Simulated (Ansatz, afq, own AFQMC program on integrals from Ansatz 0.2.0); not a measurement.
AFQMC on a folder of integrals that Ansatz 0.2.0 wrote.

```yaml
crystal:
  periodic: [false, false, false]
  atoms:
    - {symbol: Ge, position_ang: [0.000043, 0.000000, 0.317576]}
    - {symbol: C, position_ang: [0.009198, 0.000000, -1.464848]}
    - {symbol: H, position_ang: [-0.941937, -0.000008, -1.723512]}
    - {symbol: H, position_ang: [0.414609, 0.801497, -1.854109]}
    - {symbol: H, position_ang: [0.414622, -0.801490, -1.854109]}
basis:
  gaussian: {orbitals: cc-pVDZ}
magnetization: {spin_polarized: true, initial_magnetization: 1}
correlation: {method: ccsd_t, electrons: outside_noble_gas, hamiltonian_folder: ham}
```

```sh
$ ansatz run in.yaml --threads 1 --pin off --events-out ev --progress --plain --max-ram 1382MiB
```

afq runs on the folder ham with

```
--method phaseless --trial cisd --walkers 60 --populations 1 --least-time 40 --time-step 0.005 --steps-per-block 50 --equilibration-blocks 28 --max-blocks 300 --target-error 0.0004 --factor-cut 1e-05 --start spin_pure --seed 6609 --release-times 0.24,0.51,0.99,1.62,2.4 --release-step 0.03 --release-every 4 --taylor-order 6
```

Times are imaginary, in 1/Eh. The walk had a cap of 1706 s. Filled inner d shells are frozen with the cores.

```
orbitals 41  electrons 6 5  factors 345 of 588
reference energy -2114.85549349 Eh
CCSD correlation -0.23201612 Eh in 12 cycles, weight of the determinant in the CISD state 0.8907
energy of the start -2115.086944 Eh
 block  time / (1/Eh)  mean weight  energy / Eh
     1     0.250  1.0004  -2115.084584
     2     0.500  0.9995  -2115.085900
     3     0.750  1.0009  -2115.086785
     4     1.000  1.0003  -2115.092331
     5     1.250  0.9997  -2115.092312
    10     2.500  1.0000  -2115.094638
    31     7.750  1.0000  -2115.098068
    56    14.000  1.0026  -2115.088669
    81    20.250  1.0002  -2115.091271
   106    26.500  1.0015  -2115.088589
   131    32.750  0.9987  -2115.090910
   156    39.000  1.0023  -2115.092733
   181    45.250  0.9997  -2115.090939
   186    46.500  1.0009  -2115.107181
   206    51.500  0.9996  -2115.090768
   226    56.500  1.0031  -2115.093637
blocks merged  error / Eh  count
     1  0.000253  200
     2  0.000322  100
     4  0.000373  50
     8  0.000395  25
    16  0.000379  12
released: time / (1/Eh)  energy / Eh  error  mean overlap
  0.24  -2115.094352  0.000455  0.9920
  0.51  -2115.094084  0.000340  0.9958
  0.99  -2115.094034  0.000475  0.9839
  1.62  -2115.094054  0.000463  0.9801
  2.40  -2115.093974  0.000477  0.9673
energy -2115.093800 +/- 0.000395 Eh
(rows thinned)
```

Problem. Estimate how long the walk took on 1 thread of Intel(R) Xeon(R) 6975P-C (Granite Rapids), with other jobs on the host.

Solution. 7.7 min of wall time.

The run passed its tests (sampling time, drift between the halves within three errors, error under three times the target), which doesn't prove that it has relaxed.

Against this walk (error 10.8 meV) on the same determinant: CCSD(T) 18.7 meV higher (within the noise). The error is statistical and leaves out the bias of the constraint. Released to 2.40 1/Eh the energy moves by -5 ± 17 meV (both errors), within twice the noise.

Cautions: constraint bias not in the error; no relativity below Rb; no spin-orbit coupling; inner d shell frozen.

A walk keeps the symmetry of its determinant, which the program's search chose and which needn't be the lowest solution, so a lower state of the same spin and another symmetry isn't excluded.
